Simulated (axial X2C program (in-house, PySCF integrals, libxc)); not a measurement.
**Photoelectron levels of F₂ by EOM-IP-CCSD**

Computed with an axial X2C code built on PySCF integrals: two-component X2C with atomic mean-field Coulomb and Gaunt terms, Gaussian nuclei, basis F dyall-av3z with contracted cores.

R = 1.323 Å (0.960 times 1.378 Å, the PBE0 minimum at charge 0 for the lowest determinant).

Vertical ionisation energies of F₂ to the states of F₂⁺:

| Ω of F₂⁺ | vertical IE (eV) | above lowest (cm⁻¹) | ionised spinor | one-hole weight |
| --- | --- | --- | --- | --- |
| 3/2 | 15.206 | 0 | 92% F pπ | 0.94 |
| 1/2 | 15.247 | 334 | 92% F pπ | 0.94 |
| 3/2 | 19.571 | 35211 | 96% F pπ | 0.91 |
| 1/2 | 19.606 | 35490 | 96% F pπ | 0.91 |
| 1/2 | 21.577 | 51388 | 90% F pσ | 0.95 |

Problem. Take the first Ω = 1/2 and Ω = 3/2 rows of π character: how far apart are they, and which lies lower?

Solution. E(3/2) − E(1/2) = 0 − 334 = -334 cm⁻¹ at EOM-IP-CCSD: inverted, Ω = 3/2 lower. Splittings at this level can be off by ten to twenty per cent.

This point took 6.9 s on 1 thread of Arm Neoverse V2, with other jobs on the host.

Reference electrons by ω block (each with its −ω partner): 1/2: 7, 3/2: 2. 14 electrons of F₂ correlated (inner shells frozen), 92 natural virtual spinors (a truncated set); levels can be off by some tenths of an eV. Roots sought by Ω: (1/2: 4, 3/2: 3, 5/2: 1); rows need 60 % one-particle weight and stop where some Ω has no more roots. Missing are any skipped roots, higher Ω and states of a further excitation; these come out far too high here and may in truth be low or lowest. T1 of the reference 0.009 (Lee–Taylor). Number of frozen shells: F 1 s. g and u states are not told apart.
